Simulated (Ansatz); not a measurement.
Reaction (SMILES): Cl atom → [Cl-] (an electron is taken up)
B3LYP-D3(BJ)/def2-TZVP geometries, fixed; electronic energies without zero-point terms; positive where energy is released.
Largest species:
```xyz
1

Cl     0.0000     0.0000     0.0000
```
Charge 0, spin multiplicity 2.

Basis-set convergence of the adiabatic electron affinity at PBE0 with Ansatz (a first-principles code). Cartesian d functions, on some or all atoms, in 6-31G**, 6-311G**; all else is spherical. The program fits the integrals of some runs and decomposes those of others, by size. Open shells are unrestricted. No added dispersion term, no relativity. Functions are those of the species that has most. Reference: the value in aug-cc-pV(5+d)Z, 3.566 eV. Deviations are taken from unrounded values.

| basis | functions |
|---|---|
| 3-21G | 13 |
| 6-31G | 13 |
| def2-SVP | 18 |
| 6-31G** | 19 |
| 6-311G** | 27 |
| def2-SVPD | 27 |
| def2-TZVP | 37 |
| def2-TZVPP | 42 |
| def2-TZVPD | 46 |
| def2-TZVPPD | 51 |
| def2-QZVPP | 70 |
| def2-QZVPPD | 79 |

Q: Which is the smallest set listed that can be trusted to 0.1 eV here, that is, within that of the reference together with its larger relatives (same family, alike in diffuse functions; a set with none to test it counts only in the reference's own line)?

A: The smallest set listed that lies within 0.1 eV of the reference with all its larger relatives (same family, alike in diffuse functions; a set with none counts only in the reference's own line) is def2-TZVPD (46 functions, 0.009 eV off). Inside, with no larger relative to test it: 6-311G**, def2-QZVPP. Value minus reference: 3-21G -0.488, 6-31G -0.358, def2-SVP -1.128, 6-31G** -0.404, 6-311G** 0.007, def2-SVPD 0.128, def2-TZVP -0.302, def2-TZVPP -0.303, def2-TZVPD 0.009, def2-TZVPPD 0.008, def2-QZVPP -0.088, def2-QZVPPD -0.001 eV.
